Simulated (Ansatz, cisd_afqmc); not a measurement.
Species: C₂H₆, charge 0, singlet. C2H6 (ethane, SMILES CC).
B3LYP-D3(BJ)/def2-TZVP minimum from Ansatz (a first-principles code):
```xyz
8

C      0.0020    -0.0069     0.7631
C     -0.0020     0.0069    -0.7631
H      0.0089     1.0066     1.1692
H     -0.8808    -0.5139     1.1578
H      0.8809    -0.5241     1.1531
H     -0.0089    -1.0066    -1.1692
H     -0.8809     0.5241    -1.1531
H      0.8808     0.5139    -1.1578
```

Total energies in cc-pVDZ, 14 correlated electrons, 2 frozen orbitals. Radicals and triplets start from unrestricted determinants; spin-orbit coupling is neglected. Cores are frozen in correlated methods. No relativity. AFQMC/CISD: phaseless, guided by CISD from CCSD amplitudes; bars are statistical, one sigma. Outlying blocks are dropped, and bars are widened where a walk drifts. Over all cases where full CI ran beside it in this data, AFQMC minus full CI had a median of +0.1 mEh and passed +0.4 mEh in a tenth of the cases.

```tsv
method	program	energy (Eh)	minus CCSDT(Q) (mEh)
HF	Ansatz	-79.23494	348.38
MP2	Ansatz	-79.53701	46.30
CCSD	Ansatz	-79.57402	9.29
CCSD(T)	Ansatz	-79.58229	1.02
CCSDT(Q)	Ansatz	-79.58331	0.00
AFQMC/CISD	cisd_afqmc	-79.5824 ± 0.0004	1.0 ± 0.4
```

Rough core times of Ansatz's runs on a shared machine: CCSD(T) under 20 s, CCSDT(Q) 20 s.
